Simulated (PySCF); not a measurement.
C3H2ClN2 (charge -1).
Numbering: `[Cl:1][c:2]1[cH:3][cH:4][n-:5][n:6]1` (hydrogens: H7 on C3; H8 on C4)

The geometry is computed with GFN2-xTB (gas phase).

Task: List the bond lengths and angles at this level.

Result: 
| bond | length (pm) |
| --- | --- |
| Cl1–C2 | 173.4 |
| C2–C3 | 139.0 |
| C3–C4 | 139.2 |
| C4–N5 | 133.4 |
| N5–N6 | 133.7 |
| C2–N6 | 132.6 |
| C3–H7 | 107.6 |
| C4–H8 | 108.0 |

A selection of angles:
| angle | degrees |
| --- | --- |
| Cl1–C2–C3 | 125.9 |
| Cl1–C2–N6 | 121.4 |
| C3–C2–N6 | 112.7 |
| C2–C3–C4 | 101.0 |
| C2–C3–H7 | 128.7 |
| C4–C3–H7 | 130.3 |
| C3–C4–N5 | 110.9 |
| C3–C4–H8 | 128.5 |
| N5–C4–H8 | 120.6 |
| C4–N5–N6 | 108.7 |
| C2–N6–N5 | 106.7 |

C4 (aromatic CH next to a ring nitrogen) is planar (angles 128.5°, 120.6° and 110.9°, sum 360.0°, 0.00 Å off the plane of its three neighbours). C2 (aromatic C–Cl carbon) is planar (angles 125.9°, 121.4° and 112.7°, sum 360.0°, 0.00 Å off the plane of its three neighbours). The 5-membered ring C2–C3–C4–N5–N6 has internal angles of 101.0° to 112.7°; it is planar, 0.00 Å rms from its mean plane, widest ring torsion 0°. C3 (aromatic CH carbon) is planar (angles 130.3°, 128.7° and 101.0°, sum 360.0°, 0.00 Å off the plane of its three neighbours). N6 (ring nitrogen) is bent (angle 106.7°). The 6 heavy atoms lie in one plane (0.000 Å rms).

Point group: Cs (tolerance 0.08 Å). Not checked by GFN2-xTB frequencies.
